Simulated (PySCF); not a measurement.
**One molecule, a ladder of functionals, a line**

Molecule: `BN=O`, BH$_{2}$NO.

Cartesian coordinates in Å; atom numbers follow the order of the lines, from 1:
```xyz
5

B    -0.5456    0.0153   -0.0042
N     0.7867   -0.0371   -0.0129
O     1.9509   -0.0827   -0.0200
H    -1.0429    1.0312   -0.4194
H    -1.1152   -0.9589    0.4183
```

GIAO shieldings (ppm, equivalent atoms averaged) in PySCF 2.14.0 with density-fitted response routines on the PBE0-D3(BJ)/def2-SVP geometry, basis pcSseg-2, gas phase, non-relativistic:

```tsv
functional	exact exchange (%)	σ(N2)	σ(O3)
BLYP	0	-612.9	-903.9
BP86	0	-581.4	-868.4
PBE	0	-580.9	-867.8
B3LYP	20	-782.0	-1184.7
PBE0	25	-797.3	-1231.2
mPW1PW91	25	-805.8	-1242.8
HF	100	-1915.9	-2977.7
```

(1) Fit each shielding as a line in the percentage of exact exchange.

(2) What does the line predict for BHandHLYP (50 %), and what does the run give?

Answers

(1) σ(N2) = -546.0 − 13.26 x (rms 55.2 ppm); σ(O3) = -815.0 − 21.01 x (rms 76.8 ppm). The functionals also differ in their semilocal parts, which the line can't hold; Hartree–Fock has no correlation at all.

(2) σ(N2): -1209.0 predicted, -1109.3 computed; σ(O3): -1865.5 predicted, -1715.1 computed ppm.
